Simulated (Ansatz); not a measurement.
# N2O: the cost of one run

Computed with Ansatz 0.2.0, driven from Python. The levels of theory stand in the script.

## (1) Starting point

Bond lengths: N1–N2 1.460 Å, N2–O3 1.424 Å. Angles: N1–N2–O3 180.0°.

No structure file is read: the coordinates are typed or built in the script.

## (2) The code

n2o.py

```python
import argparse

import ansatz as az

parser = argparse.ArgumentParser(description="One geometry of N2O, method by method.")
parser.add_argument("--basis-set", default="cc-pVDZ", help="basis")
args = parser.parse_args()

geometry_ang = [
    ("N", (1.4464, 0.068, 0.0)),
    ("N", (-0.012, -0.0006, 0.0)),
    ("O", (-1.4344, -0.0675, 0.0)),
]
molecule = az.Crystal.molecule()
for symbol, xyz in geometry_ang:
    molecule = molecule.atom(symbol, xyz)

setup = molecule.calculation().basis(gaussian=args.basis_set)

methods = ["mp2", "ccsd", "ccsd_t"]
reports = [setup.correlation(m).run(threads=1, pin="off").report for m in methods]
print(f"Hartree-Fock reference {reports[0]['reference_energy_ev'] / 27.211386246:.6f} Ha")
best = reports[-1]["free_energy_ev"] - reports[-1]["reference_energy_ev"]
for method, each in zip(methods, reports):
    gained = each["free_energy_ev"] - each["reference_energy_ev"]
    print(f"{method:8s} total {each['free_energy_ev'] / 27.211386246:.6f} Ha  correlation {gained:9.4f} eV  ({100 * gained / best:.1f} % of the last)")
```

## (3) The input behind the calls

The package turns the script's settings into the engine's input (first run):

```yaml
crystal:
  periodic: [false, false, false]
  atoms:
    - { symbol: "N", position_ang: [1.4464, 0.068, 0.0] }
    - { symbol: "N", position_ang: [-0.012, -0.0006, 0.0] }
    - { symbol: O, position_ang: [-1.4344, -0.0675, 0.0] }
basis:
  gaussian:
    orbitals: cc-pVDZ
correlation:
  method: mp2
```

## (4) Launch

Command:

```console
$ python n2o.py
```

What time and memory should one allow on 1 thread of Intel Xeon 6975P-C (Granite Rapids), shared host?

About 5.3 s, with a peak of 0.17 GiB.
